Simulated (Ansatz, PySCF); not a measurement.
This Ansatz (an electronic-structure program) input computes a PBE/def2-TZVPD energy:

Ansatz 0.2 input:
```yaml
crystal:
  periodic: [false, false, false]
  atoms:
    - {symbol: C, position_ang: [0.05642585, 0.73130304, -0.13077437]}
    - {symbol: C, position_ang: [1.52312736, 0.67639230, 0.04806753]}
    - {symbol: Cl, position_ang: [-0.86834479, -0.70435064, 0.04930713]}
    - {symbol: H, position_ang: [-0.46096356, 1.53945918, -0.62387398]}
    - {symbol: H, position_ang: [1.93775869, 1.68571894, 0.03825061]}
    - {symbol: H, position_ang: [1.79264150, 0.19872643, 0.99385005]}
    - {symbol: H, position_ang: [2.01510562, 0.10388438, -0.75020696]}
basis:
  gaussian:
    orbitals: def2-TZVPD
hamiltonian:
  xc: {name: PBE}
magnetization: {spin_polarized: true, initial_magnetization: 1}
output: {forces: true}
```

Task: Write an input for the same energy in PySCF and say what it gives.

Result: 
```python
from pyscf import gto, scf, dft

mol = gto.M(
    atom='''
    C     0.05642585    0.73130304   -0.13077437
    C     1.52312736    0.67639230    0.04806753
    Cl   -0.86834479   -0.70435064    0.04930713
    H    -0.46096356    1.53945918   -0.62387398
    H     1.93775869    1.68571894    0.03825061
    H     1.79264150    0.19872643    0.99385005
    H     2.01510562    0.10388438   -0.75020696
    ''',
    basis='def2-tzvpd',
    charge=0,
    spin=1,
    verbose=4,
)

mf = dft.UKS(mol, xc='pbe').density_fit(auxbasis='def2-universal-jkfit')
mf.grids.level = 3
mf.conv_tol = 1e-9
mf.max_cycle = 100
mf.max_memory = 1500
mf.kernel()
if not mf.converged:
    mf = mf.newton()
    mf.kernel(mf.make_rdm1())
for _ in range(2):
    mo, _, stable, _ = mf.stability(return_status=True)
    if stable:
        break
    mf.kernel(mf.make_rdm1(mo, mf.mo_occ))
mf.analyze()
```
It gives -538.50817 Eh, and Ansatz -538.50809 Eh, a difference of 0.08 mEh, from the treatment of integrals and grids.

It need not be the lowest isomer of its formula.
